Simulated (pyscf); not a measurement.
This saddle point was located with ωB97X-D3(BJ)/def2-SVP in PySCF.

```xyz
9

Ge     0.8183    -0.0530     0.6707
H     -0.4961     0.5195     1.2391
H      0.5456    -1.5132     0.2546
C     -0.1210     0.6542    -1.3666
O     -0.5736     1.9517    -1.2499
H      1.3554     0.7562    -0.5219
H     -0.9069    -0.1118    -1.4361
H      0.5397     0.5760    -2.2400
H     -1.2260     1.9843    -0.5406
```

Surface: singlet, charge 0. Lowest wavenumbers (cm⁻¹): 1161i, 160, 230, 376, 407.

Question: Name the species on either side of this saddle.

Answer: germylene (GeH₂) [singlet] + methanol (H₃C–OH) ⇌ HO–CH₂–GeH₃, an insertion read from left to right: C–H broken and C–Ge, Ge–H formed. At CCSD(T)/def2-TZVPP + ΔMP2(QZVPP) it lies +22.2 kcal/mol from the left side and +56.9 kcal/mol from the right (each side as separated species at their lowest minima found). On the reactant side the descent ends in a complex, 5.4 kcal/mol under the separated species and 31.6 kcal/mol under the saddle at ωB97X-D3(BJ)/def2-TZVP. At ωB97X-D3(BJ)/def2-TZVP the barrier from the zero used here is 26.2 kcal/mol. The same reactants have a lower exit, to H₃C–O–GeH₃ (barrier +16.6 kcal/mol at ωB97M-D3(BJ)/def2-TZVP, against +28.0 kcal/mol here). One saddle was located; it need not be the lowest between these sides. The CCSD(T) − MP2 part came from Ansatz, without density fitting, on the same reference. The frozen core leaves the outer d or s,p core shells of the metals and heavy elements correlated in the MP2 and CC values, and def2-TZVPP describes them poorly, which can shift differences by a few kcal/mol. Elements up to Kr have no core potential and no relativistic terms here.
